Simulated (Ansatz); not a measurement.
System: fluorite CdF2. Method: PBE0 (plane waves, PAW; Ansatz, an electronic-structure program).

Settings: plane-wave cutoff 460 eV, 8×8×8 k mesh, Fermi–Dirac smearing 0.01 eV, scalar-relativistic PAW data made under PBE.

Cell (measured lattice):

```cif
data_CdF2
_chemical_formula_sum 'Cd1 F2'
_space_group_name_H-M_alt 'P 1'
_space_group_IT_number 1
_cell_length_a 3.80989
_cell_length_b 3.80989
_cell_length_c 3.80989
_cell_angle_alpha 60.000
_cell_angle_beta 60.000
_cell_angle_gamma 60.000
loop_
_space_group_symop_operation_xyz
  'x, y, z'
loop_
_atom_site_label
_atom_site_type_symbol
_atom_site_fract_x
_atom_site_fract_y
_atom_site_fract_z
_atom_site_occupancy
Cd1 Cd 0.00000 0.00000 0.00000 1
F1 F 0.25000 0.25000 0.25000 1
F2 F 0.75000 0.75000 0.75000 1
```

### Question
Predict the band gap and smallest direct gap on the k points sampled.

### Answer

band gap: 5.96 eV (on the SCF k mesh)
smallest direct gap on the k points sampled: 6.54 eV

Measured, for comparison: band gap 7.8 eV (temperature not stated, not corrected to a static lattice, indirect W–Γ; as tabulated in Cappellini et al. (2013), arXiv:1302.2571).

Note: cell and atoms aren't relaxed at this level (pressure 1.5 GPa).

Spin–orbit coupling is not included.

Static lattice: no zero-point or thermal effects.

Cost on a shared machine: roughly 2.3 core-minutes.
